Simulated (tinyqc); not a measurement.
Inside a calculation. Method: CCSD on RHF in the sto-3g basis, frozen core, for H2O, spin multiplicity 1. One step of it, computed by the program tinyqc.

Question. Iteration 8 (converged): orbitals. Diagonalise F' = X^T F X, C = X C', fill 5 alpha and 5 beta electrons from the bottom; D = 2 C_occ C_occ^T. Each column has its largest component positive (the first on a tie).

converged F (hartree), lower triangle:
```
             1O 1s      1O 2s     1O 2px     1O 2py     1O 2pz      2H 1s      3H 1s
1O 1s   -20.274332
1O 2s    -5.166379  -2.408540
1O 2px    0.000000   0.000000  -0.394420
1O 2py    0.000000   0.000000   0.000000  -0.213541
1O 2pz   -0.023882  -0.064562   0.000000   0.000000  -0.249861
2H 1s    -0.745558  -0.727773   0.000000  -0.320240  -0.338687  -0.375918
3H 1s    -0.745558  -0.727773   0.000000   0.320240  -0.338687  -0.254749  -0.375918
```

X:
```
                1          2          3         4          5          6         7
1O 1s   -0.362587   0.000000   0.719092  0.000000   0.622265   0.000000  0.173899
1O 2s    0.984859   0.000000  -0.318174  0.000000   0.344481   0.000000  0.430699
1O 2px   0.000000   0.000000   0.000000  1.000000   0.000000   0.000000  0.000000
1O 2py   0.000000   0.793687   0.000000  0.000000   0.000000   0.722507  0.000000
1O 2pz   0.513557   0.000000   0.671997  0.000000  -0.587157   0.000000  0.233989
2H 1s   -0.615925  -0.760144  -0.185884  0.000000  -0.152533   0.377195  0.390706
3H 1s   -0.615925   0.760144  -0.185884  0.000000  -0.152533  -0.377195  0.390706
```

Give: F' = X^T F X; orbital energies; coefficients C; D after iteration 8.

Answer.

F' = X^T F X (hartree), lower triangle:
```
        1      2       3       4        5       6       7
1  -0.384
2   0.000  0.498
3   2.406  0.000  -8.120
4   0.000  0.000   0.000  -0.394
5   2.031  0.000  -8.675   0.000  -10.108
6   0.000  0.107   0.000   0.000    0.000  -0.495
7   0.582  0.000  -3.709   0.000   -4.369   0.000  -2.871
```

orbital energies (hartree): MO1 -20.282, MO2 -1.201, MO3 -0.506, MO4 -0.452, MO5 -0.394, MO6 0.451, MO7 0.510

coefficients C:
```
           MO1     MO2     MO3     MO4    MO5     MO6     MO7
1O 1s    0.995  -0.242   0.000   0.093  0.000  -0.099   0.000
1O 2s    0.023   0.904   0.000  -0.471  0.000   0.579   0.000
1O 2px   0.000   0.000   0.000   0.000  1.000   0.000   0.000
1O 2py   0.000   0.000   0.634   0.000  0.000   0.000   0.866
1O 2pz   0.003   0.076   0.000   0.704  0.000   0.783   0.000
2H 1s   -0.004   0.135   0.456   0.357  0.000  -0.666  -0.716
3H 1s   -0.004   0.135  -0.456   0.357  0.000  -0.666   0.716
```

D after iteration 8, lower triangle:
```
         1O 1s   1O 2s  1O 2px  1O 2py  1O 2pz   2H 1s  3H 1s
1O 1s    2.112
1O 2s   -0.478   2.081
1O 2px   0.000   0.000   2.000
1O 2py   0.000   0.000   0.000   0.805
1O 2pz   0.100  -0.526   0.000   0.000   1.003
2H 1s   -0.007  -0.092   0.000   0.578   0.523   0.707
3H 1s   -0.007  -0.092   0.000  -0.578   0.523  -0.124  0.707
```
